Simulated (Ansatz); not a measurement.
The cluster Mg2Al (the lowest doublet isomer of a short search) was relaxed with r2SCAN-D4 (def2-TZVP) in Ansatz in these states: neutral doublet, neutral quartet. The geometries follow in no particular order.

A:

```xyz
3

Al    0.409   -1.195   -0.814
Mg   -1.423   -0.186    0.944
Mg    1.014    1.381   -0.130
```

B:

Cartesian coordinates in Å:
```
Al -1.417 0.944 -0.257
Mg 0.562 -0.327 1.469
Mg 0.855 -0.617 -1.213
```

Judge from the bond lengths which geometry belongs to which state (an estimate).

A is the neutral doublet (Mg2–Mg3 3.090 Å, Al1–Mg3 2.732 Å, Al1–Mg2 2.732 Å); B is the neutral quartet (Mg2–Mg3 2.713 Å, Al1–Mg3 2.918 Å, Al1–Mg2 2.917 Å).

At PBE0-D4/def2-TZVP a doublet lies 1.15 eV below the neutral quartet. These are the stationary points nearest to one start from a short search; other shapes may lie lower in each state.
